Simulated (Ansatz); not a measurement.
Basis sets compared for the cluster SiC2. The state is a singlet with charge 0. Geometry PBE-D4/def2-TZVP. Ansatz on 4 threads of Arm Neoverse V1 on a shared host; times are rough, and most runs start from earlier orbitals.

```tsv
atom	x (Å)	y (Å)	z (Å)
Si1	-0.892	0.258	0.693
C2	0.844	-0.086	0.149
C3	0.048	-0.172	-0.842
```

The structure comes from a short search, and lower isomers may exist.

Binding counts from free atoms (Si triplet, C triplet) in the same basis, without a counterpoise term.

```json
{"level": "PBE-D4/def2-SVP", "functions": "46", "energy (Eh)": "-365.1289", "HOMO (eV)": "-6.17", "LUMO (eV)": "-4.18", "binding per atom (eV)": "4.56", "wall time": "0.25 s"}
{"level": "PBE-D4/def2-TZVP", "functions": "99", "energy (Eh)": "-365.3165", "HOMO (eV)": "-6.22", "LUMO (eV)": "-4.24", "binding per atom (eV)": "4.55", "wall time": "0.4 s"}
{"level": "r2SCAN-D4/def2-TZVP", "functions": "99", "energy (Eh)": "-365.4796", "HOMO (eV)": "-6.50", "LUMO (eV)": "-4.20", "binding per atom (eV)": "4.29", "wall time": "0.95 s"}
{"level": "PBE0-D4/def2-SVP", "functions": "46", "energy (Eh)": "-365.1511", "HOMO (eV)": "-7.53", "LUMO (eV)": "-3.36", "binding per atom (eV)": "4.33", "wall time": "0.25 s"}
{"level": "PBE0-D4/def2-TZVP (with forces)", "functions": "99", "energy (Eh)": "-365.3383", "HOMO (eV)": "-7.53", "LUMO (eV)": "-3.39", "binding per atom (eV)": "4.34", "wall time": "0.7 s"}
```

Task: Estimate the rows for PBE-D4/def2-TZVPD, r2SCAN-D4/def2-TZVPD, PBE0-D4/def2-TZVPD.

Result: 
```json
{"level": "PBE-D4/def2-TZVPD", "functions": "117", "energy (Eh)": "-365.3172", "HOMO (eV)": "-6.26", "LUMO (eV)": "-4.27", "binding per atom (eV)": "4.55", "wall time": "0.5 s"}
{"level": "r2SCAN-D4/def2-TZVPD", "functions": "117", "energy (Eh)": "-365.4800", "HOMO (eV)": "-6.52", "LUMO (eV)": "-4.21", "binding per atom (eV)": "4.29", "wall time": "1.2 s"}
{"level": "PBE0-D4/def2-TZVPD", "functions": "117", "energy (Eh)": "-365.3389", "HOMO (eV)": "-7.56", "LUMO (eV)": "-3.41", "binding per atom (eV)": "4.34", "wall time": "0.6 s"}
```
